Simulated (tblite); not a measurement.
Species: C5H9O (doublet state).
Numbering: `[CH3:1][O:2][CH2:3][C@H:4]1[CH:5][CH2:6]1` (hydrogens: H7, H8, H9 on C1; H10, H11 on C3; H12 on C4; H13 on C5; H14, H15 on C6)

The geometry is computed with GFN2-xTB (gas phase). This method treats the open shell by occupation alone, without spin polarisation.

(1) Give the optimised bond lengths and angles.

Results:

(1) 
```json
{"bond": "C1–O2", "length (bohr)": "2.649"}
{"bond": "O2–C3", "length (bohr)": "2.666"}
{"bond": "C3–C4", "length (bohr)": "2.859"}
{"bond": "C4–C5", "length (bohr)": "2.760"}
{"bond": "C5–C6", "length (bohr)": "2.760"}
{"bond": "C4–C6", "length (bohr)": "2.879"}
{"bond": "C1–H7", "length (bohr)": "2.056"}
{"bond": "C1–H8, C1–H9", "length (bohr)": "2.075"}
{"bond": "C3–H10", "length (bohr)": "2.085"}
{"bond": "C3–H11", "length (bohr)": "2.083"}
{"bond": "C4–H12", "length (bohr)": "2.049"}
{"bond": "C5–H13", "length (bohr)": "2.021"}
{"bond": "C6–H14", "length (bohr)": "2.043"}
{"bond": "C6–H15", "length (bohr)": "2.051"}
```

Bonds in one row agree within 0.02 bohr and their mean is given. A selection of angles:
```json
{"angle": "O2–C1–H7", "degrees": "106.6"}
{"angle": "O2–C1–H8", "degrees": "111.3"}
{"angle": "H7–C1–H8", "degrees": "109.5"}
{"angle": "C1–O2–C3", "degrees": "113.1"}
{"angle": "O2–C3–C4", "degrees": "108.4"}
{"angle": "O2–C3–H10", "degrees": "109.9"}
{"angle": "O2–C3–H11", "degrees": "110.1"}
{"angle": "C4–C3–H10", "degrees": "110.2"}
{"angle": "C4–C3–H11", "degrees": "110.2"}
{"angle": "H10–C3–H11", "degrees": "107.9"}
{"angle": "C3–C4–C5", "degrees": "121.2"}
{"angle": "C3–C4–C6", "degrees": "121.2"}
{"angle": "C3–C4–H12", "degrees": "111.9"}
{"angle": "C5–C4–C6", "degrees": "58.6"}
{"angle": "C5–C4–H12", "degrees": "118.8"}
{"angle": "C6–C4–H12", "degrees": "115.6"}
{"angle": "C4–C5–C6", "degrees": "62.9"}
{"angle": "C4–C5–H13", "degrees": "130.6"}
{"angle": "C6–C5–H13", "degrees": "130.7"}
{"angle": "C5–C6–H14", "degrees": "119.6"}
{"angle": "C5–C6–H15", "degrees": "119.4"}
{"angle": "C4–C6–C5", "degrees": "58.6"}
{"angle": "C4–C6–H14", "degrees": "116.5"}
{"angle": "C4–C6–H15", "degrees": "120.0"}
{"angle": "H14–C6–H15", "degrees": "112.8"}
```

Torsions: C1–O2–C3–C4 180° (antiperiplanar); O2–C3–C4–C5 -155° (antiperiplanar); C3–C4–C5–C6 110° (anticlinal); C3–C4–C6–C5 -110° (anticlinal).

The 3-membered ring C4–C5–C6 has internal angles of 58.6° to 62.9°. O2 (oxygen bonded to 2 C) is bent (angle 113.1°). C5 (carbon bonded to 2 C and H) is pyramidal (angles 130.7°, 130.6° and 62.9°, sum 324.2°, 0.40 Å off the plane of its three neighbours). Of the pairs four or more bonds apart, H9···H11 is among the closest relative to their van der Waals radii: 2.42 Å, 101 % of the sum of Bondi's values. The C–C distances run from 1.461 Å (C5–C6, drawn single) to 1.524 Å (C4–C6, drawn single), a spread of 0.063 Å.

Point group: C1 (no symmetry element, even within 0.4 Å). Its GFN2-xTB frequencies are all real (lowest 55 cm⁻¹). 2 starts were optimised and ended at 0.00 and 0.56 kcal/mol (GFN2-xTB); the lowest of these is shown.

One conformer stands for the species.
